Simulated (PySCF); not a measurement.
Dipole moment and polarisability of CH3P

Compound: CH₃P.
Cartesian coordinates in Å at the GFN2-xTB level; atoms count from 1:
```
atom  x, y, z in Å
C1    -0.5431    0.0184   -0.2094
P2     0.8908   -0.7750    0.0728
H3    -0.6220    0.9978   -0.6497
H4    -1.4751   -0.4543    0.0558
H5     1.7580    0.2160   -0.4250
```

The species is `C=P` (CH3P).

Level: CAM-B3LYP/def2-SVPD (PySCF), static field, nuclei fixed, core orbitals frozen in the response. The polarisability tensor in these axes (au):

```
x   48.47 -5.41  1.45
y   -5.41 37.09 -2.89
z    1.45 -2.89 31.31
```

Q: Give the principal values, the mean and the anisotropy Δα = √{½[(α1 − α2)² + (α2 − α3)² + (α1 − α3)²]}.

A: Principal values 30.08, 35.85 and 50.93 au; mean 38.96 au = 5.77 Å³ = 6.42 × 10⁻⁴⁰ C²·m²/J; Δα = 18.65 au (48 % of the mean).

Q: What is the dipole moment, and where does it point?

A: (-0.37, 0.75, -0.32) D, 0.89 D in size, pointing from the negative to the positive side. Measured along this direction, the outermost atoms are P2 at the negative end and H3 at the positive end.

Q: What depolarisation ratio follows for Rayleigh scattering of linearly polarised light, taking the static tensor?

A: ρ = 3Δα²/(45ᾱ² + 4Δα²) = 1042.9/(68290 + 1390.6) = 0.015.

Q: What are the principal values of the traceless quadrupole moment, Θ = ½Σq(3rr − r²1), about the centre of nuclear charge?

A: -1.67, -0.79, 2.45 D·Å. The values depend on the origin, since the dipole doesn't vanish. The electronic extent ⟨r²⟩ about the same centre is 123 bohr², a root-mean-square distance of 1.20 Å for the 24 electrons.

Q: Give the principal axes and the span of the nuclei along them.

A: Largest value along (0.92, -0.38, 0.12), where the nuclei span 2.64 Å; middle along (0.40, 0.83, -0.40), 2.04 Å; least along (0.05, 0.41, 0.91), 0.00 Å. The response follows the extents in order.

Geometry: GFN2-xTB; no solvent, vibrations or thermal averaging.
